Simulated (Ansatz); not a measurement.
Reaction (formal hydrolysis of a C–C bond): `NC/C=C\F` + H₂O → `O/C=C\F` + CH₃NH₂

Isolated molecules relaxed with PBE0-D4/def2-TZVP in Ansatz; ΔE leaves out vibrations. CCSD(T)/CBS adds triple-zeta CCSD(T) − MP2 to the extrapolated MP2 energy (def2 sets, frozen cores). This one scheme is used for every species. Double bonds are as drawn, so ΔE can hold a change between cis and trans. Functionals use def2-TZVPP. B3LYP here is the variant with VWN-RPA as its local correlation; programs differ in this. One conformer a species, not always the lowest.

| level | ΔE (kJ/mol) |
| --- | --- |
| r2SCAN-D4 | 36.2 |
| PBE0-D4 | 39.7 |
| B3LYP-D4 | 36.8 |
| ωB97X-V | 38.3 |
| B2PLYP | 39.0 |
| MP2/def2-QZVPP | 54.7 |
| MP2/CBS(def2) | 56.0 |
| CCSD/CBS(def2) | 49.3 |

Task: What does CCSD(T)/CBS give? (Estimate.)

Result: Computed: +49.7 kJ/mol. The listed levels differ from it by -13.5, -10.0, -12.9, -11.4, -10.7, 5.0, 6.3, -0.4 kJ/mol.

Largest T1 diagnostic among the species: 0.013.

The D4 term adds +5.3 kJ/mol with B3LYP and +3.1 kJ/mol with PBE0; it sums over pairs of atoms, weighted by their polarisabilities, and B3LYP, whose exchange is more repulsive, gets the larger term. From PBE to PBE0 (25 % exact exchange), in def2-TZVPP and without D4, ΔE moves by +4.8 kJ/mol.
